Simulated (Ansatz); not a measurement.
This geometry of ClH3Si (5 atoms, charge 0, multiplicity 1) is a first-order saddle point.

Theory: Ansatz, RKS r2SCAN-D4/def2-TZVP.

```xyz
5
Properties=species:S:1:pos:R:3
Si 0.273 0.015 -0.485
H 0.542 0.102 1.157
H 1.477 -0.092 0.427
H -0.554 1.155 -0.013
Cl -0.847 -1.727 -0.455
```

(1) Which two structures does it join? (They come from a converged band through this point; their orientation in space is the band's.)

(2) How far does it lie above each of them?

Results:

(1) Bonds broken: Si1–H2, Si1–H3. Bonds formed: H2–H3. ClH3Si becomes ClHSi + H2.

Image 0:

```xyz
5
Properties=species:S:1:pos:R:3
Si 0.240 -0.006 0.170
H 0.228 -0.035 1.648
H 1.630 -0.035 -0.334
H -0.461 1.199 -0.326
Cl -0.746 -1.670 -0.527
```

Image 8:

```xyz
5
Properties=species:S:1:pos:R:3
Si 0.209 0.085 -0.819
H 0.819 0.141 1.176
H 1.407 -0.107 0.724
H -0.641 1.003 0.051
Cl -0.904 -1.668 -0.501
```

(2) 2.67 eV above the first and 0.45 eV above the second. This is the barrier of this one path; another mechanism may lie lower. The orbitals stay closed-shell, which can raise the energy where a bond breaks towards radicals; this wasn't checked here.

Run time: 49 s on 2 threads of Intel(R) Xeon(R) 6975P-C (Granite Rapids), on a shared host, peak memory 0.17 GiB.
